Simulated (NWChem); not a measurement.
## Correlation energy of C (+1)

```
C
```
Charge +1, spin multiplicity 2.

The numbers come from NWChem runs, not from measurements.

Basis set: def2-QZVP. Each correlation energy counts from its own Hartree-Fock reference.

The correlated methods keep 1 core orbital frozen. The stability of the SCF solutions was not checked. Open-shell Hartree-Fock references start from PBE0 orbitals. Coupled-cluster values serve here as a point of comparison, not as the truth.

Question: For the correlation energy, UMP2 gives -54.1 mHa and SCS-UMP2 gives -61.7 mHa. What do CCSD on ROHF, CCSD[T] on ROHF, CCSD(T) on ROHF give?

Answer: CCSD on ROHF: -81.2 mHa; CCSD[T] on ROHF: -82.6 mHa; CCSD(T) on ROHF: -82.6 mHa.
